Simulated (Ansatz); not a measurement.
System: carbon monosulfide, CS (charge 0, singlet). 
Coordinates optimised at B3LYP-D3(BJ)/def2-TZVP (Ansatz, a first-principles code):
SMILES: [C-]#[S+]
```xyz
2

C      0.0000     0.0000    -1.1142
S      0.0000     0.0000     0.4178
```

Basis-set convergence of Hartree-Fock and CCSD(T) correlation energies (hartree) with Ansatz. Cores are frozen in the correlated levels unless marked. Spin-orbit coupling is left out. Non-relativistic.

```csv
basis,functions,E(HF),"E(corr, CCSD(T))"
def2-SVP,32,-435.16407,-0.27329
def2-TZVPP,73,-435.34946,-0.34038
def2-QZVPP,127,-435.36161,-0.36079
```

Extrapolating the two largest sets (X = 3 and 4) as X^-3: E(corr) = (64·(-0.36079) - 27·(-0.34038))/37 = -0.3757 Eh, an estimate of the basis-set limit. The largest set recovers 96.0 % of it, the smallest 72.7 %.
